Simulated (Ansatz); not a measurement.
One change: `FCCCF` becomes `FCCCl`.

Ansatz, PBE0-D4/def2-TZVP geometries, multiplicity 1. Each molecule was computed in one conformer, which needn't be the lowest.

| property | `FCCCF` |
| --- | --- |
| size of the dipole moment (B3LYP/def2-TZVPP) / D | 2.03 |
| size of the dipole moment (ωB97M-V/def2-TZVPP) / D | 2.02 |
| LUMO energy (PBE/def2-TZVPP) / eV | 0.45 |
| LUMO energy (PBE0/def2-TZVPP) / eV | 1.31 |
| HOMO–LUMO gap (PBE0/def2-TZVPP) / eV | 10.66 |
| HOMO–LUMO gap (B3LYP/def2-TZVPP) / eV | 10.09 |

**Question.** Give the same properties after the change, and the shifts. (Best estimate.)

**Answer.** Ansatz gave: 
| property | `FCCCl` | shift |
| --- | --- | --- |
| size of the dipole moment (B3LYP/def2-TZVPP) / D | 0.07 | -1.96 |
| size of the dipole moment (ωB97M-V/def2-TZVPP) / D | 0.07 | -1.95 |
| LUMO energy (PBE/def2-TZVPP) / eV | -0.61 | -1.06 |
| LUMO energy (PBE0/def2-TZVPP) / eV | 0.52 | -0.79 |
| HOMO–LUMO gap (PBE0/def2-TZVPP) / eV | 9.27 | -1.39 |
| HOMO–LUMO gap (B3LYP/def2-TZVPP) / eV | 8.71 | -1.38 |

With PBE0 the HOMO rises by 0.60 eV and the LUMO falls by 0.79 eV, so the gap narrows by about 1.39 eV. PBE moves the HOMO by 0.35 eV and ωB97M-V by 0.69 eV. Dipoles are sizes alone; their direction can turn.

B3LYP here is the variant with VWN-RPA as its local correlation; programs differ in this.
